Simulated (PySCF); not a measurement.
## Frontier levels across methods

Compound: ethanethiol, C2H6S.
Z-matrix (Å and degrees, PBE0-D3(BJ)/def2-SVP geometry), rows numbered from 1:
```
C 
C   1  1.5159
S   2  1.8210  1  114.34
H   1  1.1022  2  110.71  3  -176.98
H   1  1.1013  2  111.19  3    63.37
H   1  1.1000  2  111.00  3   -56.48
H   2  1.1014  1  110.86  3   117.06
H   2  1.1010  1  111.55  3  -124.48
H   3  1.3511  2   96.59  1   -63.99
```

Basis pcSseg-2 throughout (PySCF), one geometry. The structure is a single PBE0-D3(BJ)/def2-SVP conformer in the gas phase; no vibrational or solvent corrections.

Q: How do the orbital energies, the gap and the dipole change with the method?

A: 
```tsv
method	kind	HOMO (eV)	LUMO (eV)	gap (eV)	μ (D)	SCF cycles
BLYP	GGA	-5.43	-0.63	4.81	1.63	14
B97-D	GGA	-5.55	-0.56	5.00	1.67	14
OPBE	GGA	-5.57	-0.52	5.04	1.71	13
PBE	GGA	-5.58	-0.67	4.91	1.67	13
KT2	GGA	-5.65	-0.70	4.95	1.66	13
KT3	GGA	-5.67	-0.76	4.90	1.63	13
BP86	GGA	-5.67	-0.64	5.03	1.68	13
LDA	LDA	-5.68	-0.81	4.86	1.72	13
B97-2	global hybrid	-6.56	0.17	6.73	1.71	12
B3LYP	global hybrid	-6.58	-0.13	6.46	1.67	12
PBE0	global hybrid	-6.81	0.16	6.98	1.72	12
mPW1PW91	global hybrid	-6.83	0.16	6.99	1.71	12
BHandHLYP	global hybrid	-7.93	0.81	8.74	1.72	10
CAM-B3LYP	range-separated hybrid	-8.17	0.96	9.14	1.70	12
wB97X-D	range-separated hybrid	-8.70	1.90	10.60	1.74	13
LC-wPBE	range-separated hybrid	-9.59	2.14	11.73	1.76	12
HF	Hartree–Fock	-9.68	2.56	12.23	1.80	10
```

The HOMO spans 4.24 eV, from BLYP down to HF, and the gap runs from 4.81 eV (BLYP) to 12.23 eV (HF). Over the methods BLYP (0 %), B97-D (0 %), OPBE (0 %), PBE (0 %), KT2 (0 %), KT3 (0 %), BP86 (0 %), LDA (0 %), B97-2 (21 %), B3LYP (20 %), PBE0 (25 %), mPW1PW91 (25 %), BHandHLYP (50 %), HF (100 %), a straight line through the gap against the share of exact exchange rises by 0.74 eV for each 10 % (correlation coefficient 0.998). The dipole ranges from 1.63 D (BLYP) to 1.80 D (HF). This basis has no diffuse functions.

The vertical ΔSCF ionisation energy at PBE0/def2-SVPD is 9.23 eV; −ε(HOMO) comes closest to it with LC-wPBE (9.59 eV).
